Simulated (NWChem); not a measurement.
# C2H3Si (SMILES C#C[SiH2]) at UB3LYP/cc-pVDZ (density fitting with ahlrichs coulomb fitting)

Aim: the vertical ionisation energy of C2H3Si at UB3LYP/cc-pVDZ (density fitting with ahlrichs coulomb fitting), from 2 runs. 

The results are computed with NWChem 7.3.0.

**1. Starting point**

C2H3Si: 6 atoms, total charge 0, spin state doublet. As SMILES, `C#C[SiH2]`. The shape is that of a PBE0-D4/def2-TZVP optimisation.

Bond lengths: C1–C2 1.210 Å, C2–Si3 1.803 Å, C1–H4 1.066 Å, Si3–H5 1.484 Å, Si3–H6 1.484 Å. Angles: C1–C2–Si3 174.9°, C2–C1–H4 179.3°, C2–Si3–H5 111.4°, C2–Si3–H6 111.4°, H5–Si3–H6 112.5°.

**2. A single-point energy at UB3LYP/cc-pVDZ (density fitting with ahlrichs coulomb fitting)**

Input file c2h3si.nw:

```
start c2h3si
memory stack 880 mb heap 220 mb global 1100 mb
charge 0
geometry noautosym nocenter noautoz
  C        1.019700      -1.302300       0.535000
  C        0.376000      -0.354500       0.145700
  Si      -0.444500       1.136900      -0.449500
  H        1.575400      -2.144400       0.879400
  H       -1.137600       0.894600      -1.738800
  H       -1.346900       1.705600       0.581800
end
basis "ao basis" spherical bse
  * library cc-pVDZ
end
basis "cd basis" spherical
  * library "ahlrichs coulomb fitting"
end
dft
  xc b3lyp
  mult 2
  grid fine
  convergence energy 1e-08
  maxiter 100
  mulliken
  print low
end
task dft energy
```

The run is started by

```bash
$ nwchem c2h3si.nw > c2h3si.out
```

What it wrote (excerpt; [...] marks lines left out):

```text
[...]
 d= 0,ls=0.0,diis     1   -367.3701062669 -4.43D+02  6.39D-03  6.95D-02     3.9
[...]
 d= 0,ls=0.0,diis    12   -367.4106814859 -7.98D-09  1.47D-06  1.68D-09    23.2
[...]
         Total DFT energy =     -367.410681485899
      One electron energy =     -655.077310373034
           Coulomb energy =      244.716771227230
    Exchange-Corr. energy =      -32.812708775444
 Nuclear repulsion energy =       75.762566435349
[...]
      Total Density - Mulliken Population Analysis
     ---------------------------------------------
    Atom       Charge   Shell Charges
 -----------   ------   -------------------------------------------------------
    1 C    6     6.07   2.01  0.67  0.70  2.00  0.66  0.03
    2 C    6     5.99   2.01  0.69  0.66  2.02  0.57  0.03
    3 Si  14    13.84   2.00  2.03  0.81  0.47  6.01  1.48  0.84  0.18
    4 H    1     1.01   0.74  0.24  0.03
    5 H    1     1.05   0.72  0.32  0.01
    6 H    1     1.05   0.72  0.32  0.01
[...]
      <S2> =      0.7558 (Exact =     0.7500)
[...]
```

Wall time 24 s (1 thread of Intel Xeon Platinum 8488C (Sapphire Rapids), shared host); peak memory 0.13 GiB.

**3. The singlet cation, same level**

Input file work.nw:

```
echo
start work
memory 2200 mb
charge 1

geometry noautosym nocenter noautoz
 C        1.019700      -1.302300       0.535000
 C        0.376000      -0.354500       0.145700
 Si      -0.444500       1.136900      -0.449500
 H        1.575400      -2.144400       0.879400
 H       -1.137600       0.894600      -1.738800
 H       -1.346900       1.705600       0.581800
end

basis spherical bse
 * library cc-pVDZ
end

basis "cd basis" spherical
 * library "ahlrichs coulomb fitting"
end

dft
 xc b3lyp
 grid fine
 convergence energy 1e-08
 maxiter 100
 mulliken
 noprint "final vectors analysis"
end

task dft energy
```

The run is started by

```bash
$ nwchem work.nw > work.out
```

What it wrote (excerpt; [...] marks lines left out):

```text
[...]
          Wavefunction type:  closed shell.
          No. of atoms     :     6
          No. of electrons :    28
[...]
          Charge           :     1
          Spin multiplicity:     1
[...]
          AO basis - number of functions:    61
[...]
              XC Information
              --------------
                         B3LYP Method XC Potential
                     Hartree-Fock (Exact) Exchange  0.200
                        Slater Exchange Functional  0.800 local
                    Becke 1988 Exchange Functional  0.720 non-local
              Lee-Yang-Parr Correlation Functional  0.810
                  VWN I RPA Correlation Functional  0.190 local
[...]
 d= 0,ls=0.0,diis     1   -367.0110615864 -4.43D+02  2.29D-02  8.64D-01     2.5
[...]
 d= 0,ls=0.0,diis    10   -367.1070651467  7.48D-10  9.88D-07  1.25D-08    12.6
         Total DFT energy =     -367.107065146678
      One electron energy =     -647.669254911691
           Coulomb energy =      237.305143938764
    Exchange-Corr. energy =      -32.505520609100
 Nuclear repulsion energy =       75.762566435349
[...]
      Total Density - Mulliken Population Analysis
     ---------------------------------------------
    Atom       Charge   Shell Charges
 -----------   ------   -------------------------------------------------------
    1 C    6     5.87   2.01  0.70  0.71  1.93  0.48  0.03
    2 C    6     5.99   2.01  0.69  0.62  2.04  0.61  0.02
    3 Si  14    13.39   2.00  2.03  0.90  0.39  6.01  1.36  0.52  0.19
    4 H    1     0.92   0.71  0.18  0.03
    5 H    1     0.91   0.69  0.20  0.01
    6 H    1     0.91   0.69  0.20  0.01
[...]
```

Run time: 14 s. Hardware: 1 thread of Intel Xeon Platinum 8488C (Sapphire Rapids), shared host; peak memory 0.12 GiB.

**4. Outcome**

At UB3LYP/cc-pVDZ (density fitting with ahlrichs coulomb fitting):

| quantity | value |
| --- | --- |
| doublet C2H3Si: total energy | -367.41068 Eh |
| doublet C2H3Si: ⟨S²⟩ | 0.756 |
| singlet cation: total energy | -367.10707 Eh |
| vertical ionisation energy (to the singlet cation) | 8.262 eV |

What this shows: The vertical ionisation energy comes to 8.26 eV (191 kcal/mol). Only the singlet of the ionised species was computed; a triplet could lie lower. Mulliken charges (doublet C2H3Si) run from -0.07 on C1 to +0.16 on Si3; they depend strongly on the basis. Mulliken charges (singlet cation) run from +0.01 on C2 to +0.61 on Si3.
